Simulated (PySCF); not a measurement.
## Energy of Be (beryllium, neutral) between two integer charges

The 2s beta orbital of [He] 2s2 is emptied in steps (occupation f), with all orbitals relaxed, ending at [He] 2s1. Computed with PySCF 2.14 in aug-pcseg-2 (5s3p2d, 24 functions), with no relativity, point nucleus. The exact energy is a straight line in f; departures are measured from the line between the end points of the same method.

| f | UHF (eV) | LDA (eV) | LC-wPBE (eV) | BHandHLYP (eV) | CAM-B3LYP (eV) |
| --- | --- | --- | --- | --- | --- |
| 1 | 0.000 | 0.000 | 0.000 | 0.000 | 0.000 |
| 0.75 | 0.062 | -0.647 | -0.027 | -0.335 | -0.279 |
| 0.5 | 0.075 | -0.860 | -0.040 | -0.456 | -0.382 |
| 0.25 | 0.051 | -0.638 | -0.037 | -0.351 | -0.297 |
| 0 | 0.000 | 0.000 | 0.000 | 0.000 | 0.000 |

Problem. For LC-wPBE, how does the orbital energy at f = 1 compare with the removal energy?

Solution. −ε = 8.898 eV against a total-energy difference of 9.029 eV. By Janak's theorem ε = ∂E/∂f, so the gap between them reflects the curvature. Along the path −ε is 8.946 (f = 0.75), 9.007 (f = 0.5), 9.089 (f = 0.25) eV.

```
   method  E(f=0) − E(f=1) (eV)  −ε at f=1 (eV)  −ε at f=0.5 (eV)
      UHF                 8.023           8.390             7.996
      LDA                 9.017           5.574             9.041
  LC-wPBE                 9.029           8.898             9.007
BHandHLYP                 8.970           7.219             8.927
CAM-B3LYP                 9.123           7.666             9.078
```

As f goes to zero the orbital energy of a semilocal functional can turn back, because the density of that orbital vanishes from the exchange-correlation potential.

Reference removal energy between the ground levels: 9.323 eV (measured; NIST Atomic Spectra Database, ionization energies). UHF lacks correlation.
